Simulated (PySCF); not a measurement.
**Aluminium: a sound run and one with changed settings**

Sound run: Al [Ne] 3s2 3p1, Al⁺ [Ne] 3s2. Calculation: PySCF 2.14, in cc-pVDZ-DK (4s3p1d, 18 functions); scalar relativity by spin-free X2C-1e. In the sound run the correlated levels freeze [Ne]. The sound run starts from symmetry-adapted Hartree-Fock orbitals and uses a fine grid where one is needed.

Changed run: all electrons correlated in a basis built for the valence shell.

```csv
species,method,sound run (hartree),changed run (hartree),converged
Al,MP2,-242.33898,-242.34333,yes
Al,CCSD(T),-242.35612,-242.36035,yes
Al⁺,MP2,-242.12858,-242.13300,yes
Al⁺,CCSD(T),-242.14201,-242.14636,yes
```

Ionisation energy of Al:

```tsv
method	sound run (eV)	changed run (eV)
UHF	5.574	5.574
MP2	5.725	5.723
SCS-MP2	5.706	5.703
CCSD	5.808	5.805
CCSD(T)	5.826	5.823
```

A valence basis has no tight correlating functions, so it recovers only part of the core correlation, and not evenly between atom and ion.

For comparison, NIST gives 5.986 eV between the lowest levels.
